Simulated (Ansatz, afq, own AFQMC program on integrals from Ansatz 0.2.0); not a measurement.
Fe, quintet: AFQMC among the cluster methods

A free Fe atom.

Basis def2-TZVP. Noble-gas cores (and the filled d shells of Ga–Kr and In–Xe) are frozen. Integrals, coupled cluster, full CI and functionals: Ansatz 0.2.0; the random walks run on the same integrals in our own AFQMC program. The CISD trial takes its coefficients from CCSD amplitudes. Released means that phaseless walkers are propagated on without the constraint, phases kept. Uncertainties: one standard error, sampling alone. The metal's outer-core s and p shells are frozen, which shifts wave-function levels against functionals.

Determinant: UHF, the one that the program's search chose, which needn't be the lowest solution.

No full CI on the walks' own integrals is used here; CCSDT(Q) serves as the reference and is uncertain by about the last step of the cluster series.

Cautions: no relativity below Rb; outer-core shells of the metal frozen.

The T1 diagnostic is 0.0205. The weight of the determinant in the CISD state is 0.917 and the ⟨S²⟩ of the determinant is 6.016. The size of the correlated space is 8 electrons in 36 orbitals.

Question: Estimate: order these by the size of their error in total energy against CCSDT(Q), smallest first.
A. MP2
B. CCSDT
C. CCSD
D. phaseless AFQMC with a CISD trial

Answer: B (2.9 meV), D (15.5 ± 1.9 meV), C (124.2 meV), A (500.2 meV).

Reference: CCSDT(Q), correlation energy -4.419 eV.

A walk keeps the symmetry of its determinant, which the program's search chose and which needn't be the lowest solution, so a lower state of the same spin and another symmetry isn't excluded.
